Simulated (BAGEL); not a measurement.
# AlSiH4Cl (SMILES [SiH3][AlH][Cl]), step by step

Aim: a single-point energy (HF/def2-SV(P)), then a single-point energy (NEVPT2(2,2)/def2-SV(P)), then a single-point energy (CASPT2(2,2)/def2-SV(P)) of AlSiH4Cl. 

The results are computed with BAGEL 1.2.2.

1 further run of the same task is left out (set aside as unsound or not needed).

## Step 1: The molecule

AlSiH4Cl: 7 atoms, total charge 0, spin state singlet. As SMILES, `[SiH3][AlH][Cl]`. The Si1–H5 distance was set to 2.831 Å, away from the relaxed value. At this shape a bond of the SMILES string is far longer than usual.

Bond lengths: Si1–Al2 2.446 Å, Al2–Cl3 2.104 Å, Si1–H4 1.490 Å, Si1–H6 1.489 Å, Al2–H7 1.581 Å. Angles: Si1–Al2–Cl3 116.2°, Si1–Al2–H7 127.5°, Cl3–Al2–H7 116.3°, Al2–Si1–H4 110.2°, Al2–Si1–H6 112.2°, H4–Si1–H6 108.2°.

## Step 2: The energy at HF/def2-SV(P) (density fitting with svp-jkfit) (run 1)

Contents of input.json:

```json
{ "bagel": [

{
  "title": "molecule",
  "basis": "def2-sv_p_.json",
  "df_basis": "svp-jkfit",
  "geometry": [
    { "atom": "Si", "xyz": [    -2.12676203,     0.12761887,     1.69750318 ] },
    { "atom": "Al", "xyz": [     1.56954227,    -2.13041487,     3.31189621 ] },
    { "atom": "Cl", "xyz": [     2.87080768,    -5.17419674,     1.10847555 ] },
    { "atom": "H", "xyz": [    -4.30278166,    -1.63795224,     1.42519365 ] },
    { "atom": "H", "xyz": [    -1.07260855,     2.18206676,    -3.12768571 ] },
    { "atom": "H", "xyz": [    -2.91175426,     2.23201789,     3.39353238 ] },
    { "atom": "H", "xyz": [     3.09322844,    -1.56652060,     5.81842894 ] }
  ]
},

{
  "title": "hf"
},

{
  "title": "print",
  "file": "orbitals.molden",
  "orbitals": "true"
}

]}
```

The basis set def2-SV(P) is read from a file made from the Basis Set Exchange's data (not shown).

Started as:

```sh
BAGEL_NUM_THREADS=1 BAGEL input.json > input.out
```

What it wrote:

```text
* using 1 threads per process

  ===============================================================
  ===============================================================

  *** Geometry ***

  { "atom" : "Si", "xyz" : [     -2.126762,      0.127619,      1.697503 ] },
  { "atom" : "Al", "xyz" : [      1.569542,     -2.130415,      3.311896 ] },
  { "atom" : "Cl", "xyz" : [      2.870808,     -5.174197,      1.108476 ] },
  { "atom" : "H", "xyz" : [     -4.302782,     -1.637952,      1.425194 ] },
  { "atom" : "H", "xyz" : [     -1.072609,      2.182067,     -3.127686 ] },
  { "atom" : "H", "xyz" : [     -2.911754,      2.232018,      3.393532 ] },
  { "atom" : "H", "xyz" : [      3.093228,     -1.566521,      5.818429 ] },

  Number of auxiliary basis functions:      456

  Since a DF basis is specified, we compute 2- and 3-index integrals:
    o Being stored without compression. Storage requirement is 0.014 GB

  Number of basis functions:       62
  Number of electrons      :       48

    * METHOD: MOLECULE                             0.17

  *** RHF ***

  === Nuclear Repulsion ===
   161.6514975987

      * DIIS with orbital gradients will be used.

  === RHF iteration (def2-sv_p_.json) ===
      0       -992.20039160          0.01013413           0.04
      1       -992.26003113          0.00382661           0.04
      2       -992.26919324          0.00114975           0.04
      3       -992.27013081          0.00013724           0.04
      4       -992.27014837          0.00004520           0.04
      5       -992.27015069          0.00001555           0.04
      6       -992.27015098          0.00000504           0.04
      7       -992.27015102          0.00000100           0.04
      8       -992.27015102          0.00000033           0.04
      9       -992.27015102          0.00000011           0.04
     10       -992.27015102          0.00000003           0.04
     11       -992.27015102          0.00000001           0.04
    * SCF iteration converged.

    * Permanent dipole moment:
           (    0.224826,     0.082317,    -1.298361) a.u.

    * METHOD: HF                                   0.64

    * METHOD: PRINT                                0.01

  ===============================================================
```

It took 0.95 s on 1 thread of Arm Neoverse V1, shared host; peak memory 0.14 GiB.

## Step 3: A single-point energy at NEVPT2(2,2)/def2-SV(P) (density fitting with svp-jkfit) (run 2)

Contents of nevpt2.json:

```json
{ "bagel" : [

{
  "title" : "molecule",
  "basis" : "def2-sv_p_.json",
  "df_basis" : "svp-jkfit",
  "angstrom" : false,
  "geometry" : [
    { "atom" : "Si", "xyz" : [    -2.12676203,     0.12761887,     1.69750318 ] },
    { "atom" : "Al", "xyz" : [     1.56954227,    -2.13041487,     3.31189621 ] },
    { "atom" : "Cl", "xyz" : [     2.87080768,    -5.17419674,     1.10847555 ] },
    { "atom" : "H", "xyz" : [    -4.30278166,    -1.63795224,     1.42519365 ] },
    { "atom" : "H", "xyz" : [    -1.07260855,     2.18206676,    -3.12768571 ] },
    { "atom" : "H", "xyz" : [    -2.91175426,     2.23201789,     3.39353238 ] },
    { "atom" : "H", "xyz" : [     3.09322844,    -1.56652060,     5.81842894 ] }
  ]
},

{ "title" : "hf" },

{ "title" : "nevpt2", "nstate" : 1, "nact" : 2, "nclosed" : 23, "active" : [24, 25], "maxiter" : 200, "natocc" : true, "ncore" : 15 },

{ "title" : "print", "file" : "orbitals.molden", "orbitals" : true }

]}
```

The basis set def2-SV(P) is read from a file made from the Basis Set Exchange's data (not shown).

Started as:

```sh
BAGEL_NUM_THREADS=1 BAGEL nevpt2.json > nevpt2.out
```

What it wrote:

```text
* using 1 threads per process

  ===============================================================
  ===============================================================

  *** Geometry ***

  { "atom" : "Si", "xyz" : [     -2.126762,      0.127619,      1.697503 ] },
  { "atom" : "Al", "xyz" : [      1.569542,     -2.130415,      3.311896 ] },
  { "atom" : "Cl", "xyz" : [      2.870808,     -5.174197,      1.108476 ] },
  { "atom" : "H", "xyz" : [     -4.302782,     -1.637952,      1.425194 ] },
  { "atom" : "H", "xyz" : [     -1.072609,      2.182067,     -3.127686 ] },
  { "atom" : "H", "xyz" : [     -2.911754,      2.232018,      3.393532 ] },
  { "atom" : "H", "xyz" : [      3.093228,     -1.566521,      5.818429 ] },

  Number of auxiliary basis functions:      456

  Since a DF basis is specified, we compute 2- and 3-index integrals:
    o Being stored without compression. Storage requirement is 0.014 GB

  Number of basis functions:       62
  Number of electrons      :       48

    * METHOD: MOLECULE                             0.17

  *** RHF ***

  === Nuclear Repulsion ===
   161.6514975987

      * DIIS with orbital gradients will be used.

  === RHF iteration (def2-sv_p_.json) ===
      0       -992.20039160          0.01013413           0.05
      1       -992.26003113          0.00382661           0.04
      2       -992.26919324          0.00114975           0.04
      3       -992.27013081          0.00013724           0.04
      4       -992.27014837          0.00004520           0.04
      5       -992.27015069          0.00001555           0.04
      6       -992.27015098          0.00000504           0.04
      7       -992.27015102          0.00000100           0.04
      8       -992.27015102          0.00000033           0.04
      9       -992.27015102          0.00000011           0.04
     10       -992.27015102          0.00000003           0.04
     11       -992.27015102          0.00000001           0.04
    * SCF iteration converged.

    * Permanent dipole moment:
           (    0.224826,     0.082317,    -1.298361) a.u.

    * METHOD: HF                                   0.64

    * freezing 15 orbitals
  ---------------------------
      CASSCF calculation
  ---------------------------

    ==== Active orbitals : =====
         Orbital 24
         Orbital 25
    ============================

    * nstate   :      1
    * nclosed  :     23
    * nact     :      2
    * nvirt    :     37
  === CASSCF iteration (def2-sv_p_.json) ===

    * Using the second-order algorithm

      0  0      -992.29394976     4.31e-03      0.02

      1  0      -992.32465490     2.28e-03      0.21

      2  0      -992.32906352     7.41e-04      0.22

      3  0      -992.32932786     2.40e-04      0.23

      4  0      -992.32934814     7.04e-05      0.22

      5  0      -992.32934981     2.02e-05      0.22

      6  0      -992.32934995     5.79e-06      0.21

      7  0      -992.32934996     1.65e-06      0.22

      8  0      -992.32934996     4.72e-07      0.21

      9  0      -992.32934996     1.35e-07      0.20

     10  0      -992.32934996     3.85e-08      0.18

     11  0      -992.32934996     1.10e-08      0.18

     12  0      -992.32934996     3.14e-09      0.16

    * Second-order optimization converged. *

     guess   0:   closed 1.                   open ..

  === FCI iteration ===

      0  0      -992.26349329     7.35e-02      0.00
      1  0      -992.32782950     1.11e-02      0.00
      2  0 *    -992.32934996     5.74e-16      0.00

     * ci vector, state   0, <S^2> = 0.0000
       2.     0.9121766548
       .2    -0.4097972065

  === DF-NEVPT2 calculation ===

    * 3-index integral transformation done
    * assembly done

      NEVPT2 correlation energy:   -0.2513105043      0.05

          (+0)     -0.2270817852
          (+0)'    -0.0046946303
          (+1)     -0.0045082137
          (+1)'    -0.0000000000
          (+2)     -0.0001853226
          (-1)     -0.0143991817
          (-1)'     0.0000000000
          (-2)     -0.0004413708

      NEVPT2 total energy:       -992.5806604618

    * METHOD: NEVPT2                               2.69

    * METHOD: PRINT                                0.01

  ===============================================================
```

It took 3.9 s on 1 thread of Arm Neoverse V1, shared host; peak memory 0.14 GiB.

## Step 4: A single-point energy at CASPT2(2,2)/def2-SV(P) (density fitting with svp-jkfit) (run 3)

Contents of input.json:

```json
{ "bagel" : [

{
  "title" : "molecule",
  "basis" : "def2-sv_p_.json",
  "df_basis" : "svp-jkfit",
  "angstrom" : false,
  "geometry" : [
    { "atom" : "Si", "xyz" : [ -2.12676203,  0.12761887,  1.69750318 ] },
    { "atom" : "Al", "xyz" : [  1.56954227, -2.13041487,  3.31189621 ] },
    { "atom" : "Cl", "xyz" : [  2.87080768, -5.17419674,  1.10847555 ] },
    { "atom" : "H", "xyz" : [ -4.30278166, -1.63795224,  1.42519365 ] },
    { "atom" : "H", "xyz" : [ -1.07260855,  2.18206676, -3.12768571 ] },
    { "atom" : "H", "xyz" : [ -2.91175426,  2.23201789,  3.39353238 ] },
    { "atom" : "H", "xyz" : [  3.09322844, -1.56652060,  5.81842894 ] }
  ]
},
{ "title" : "hf" },
{ "title" : "casscf", "nstate" : 1, "nact" : 2, "nclosed" : 23, "active" : [24, 25], "maxiter" : 200, "natocc" : true },
{ "title" : "print", "file" : "orbitals.molden", "orbitals" : true },
{ "title" : "smith", "method" : "caspt2", "ms" : true, "xms" : true, "sssr" : true, "shift" : 0.2, "shift_imag" : true, "ncore" : 15 }

]}
```

The basis set def2-SV(P) is read from a file made from the Basis Set Exchange's data (not shown).

Started as:

```sh
BAGEL_NUM_THREADS=1 BAGEL input.json > input.out
```

What it wrote:

```text
* using 1 threads per process

  ===============================================================
  ===============================================================

  *** Geometry ***

  { "atom" : "Si", "xyz" : [     -2.126762,      0.127619,      1.697503 ] },
  { "atom" : "Al", "xyz" : [      1.569542,     -2.130415,      3.311896 ] },
  { "atom" : "Cl", "xyz" : [      2.870808,     -5.174197,      1.108476 ] },
  { "atom" : "H", "xyz" : [     -4.302782,     -1.637952,      1.425194 ] },
  { "atom" : "H", "xyz" : [     -1.072609,      2.182067,     -3.127686 ] },
  { "atom" : "H", "xyz" : [     -2.911754,      2.232018,      3.393532 ] },
  { "atom" : "H", "xyz" : [      3.093228,     -1.566521,      5.818429 ] },

  Number of auxiliary basis functions:      456

  Since a DF basis is specified, we compute 2- and 3-index integrals:
    o Being stored without compression. Storage requirement is 0.014 GB

  Number of basis functions:       62
  Number of electrons      :       48

    * METHOD: MOLECULE                             0.17

  *** RHF ***

[... 11 lines left out ...]
    * SCF iteration converged.
[... 1 line left out ...]
    * Permanent dipole moment:
[... 27 lines left out ...]
    * Second-order optimization converged. *
[... 9 lines left out ...]
     * ci vector, state   0, <S^2> = 0.0000
[... 16 lines left out ...]
    * Zeroth order energy : state  0       -0.4906733618

    * CASPT2 iteration is performed using orthogonal basis

      -------------------------------------------  CASPT2 iteration  ---------------------------------------------------
       #      aibj      arbs      arbi      airj      risj      airs      arst      rist         Etot      error   time
      ------------------------------------------------------------------------------------------------------------------

       0  -0.22547  -0.00061  -0.01524  -0.00497  -0.00030  -0.00445  -0.00000  -0.00000   -0.2510436  0.0006976   0.02
       1  -0.22549  -0.00062  -0.01526  -0.00500  -0.00032  -0.00452  -0.00000  -0.00000   -0.2512105  0.0001134   0.02
       2  -0.22549  -0.00062  -0.01526  -0.00500  -0.00032  -0.00452  -0.00000  -0.00000   -0.2512150  0.0000175   0.02
       3  -0.22549  -0.00062  -0.01526  -0.00500  -0.00032  -0.00453  -0.00000  -0.00000   -0.2512152  0.0000030   0.02
       4  -0.22549  -0.00062  -0.01526  -0.00500  -0.00032  -0.00453   0.00000  -0.00000   -0.2512152  0.0000004   0.02

      ------------------------------------------------------------------------------------------------------------------

    * CASPT2 energy : state  0     -992.5828901733
        w/o shift correction       -992.5805651127
        reference weight              0.8993254295

    * METHOD: SMITH                                0.19

  ===============================================================
```

Wall time 3.9 s (1 thread of Arm Neoverse V1, shared host); peak memory 0.14 GiB.

## Step 5: Outcome

```
                                   quantity          value
         run 1, HF/def2-SV(P): total energy  -992.27015 Eh
        run 1, HF/def2-SV(P): dipole moment         3.36 D
          run 1, HF/def2-SV(P): HOMO energy       -8.74 eV
          run 1, HF/def2-SV(P): LUMO energy       -0.66 eV
        run 1, HF/def2-SV(P): HOMO–LUMO gap        8.09 eV
run 2, NEVPT2(2,2)/def2-SV(P): total energy  -992.58066 Eh
run 3, CASPT2(2,2)/def2-SV(P): total energy  -992.58289 Eh
```
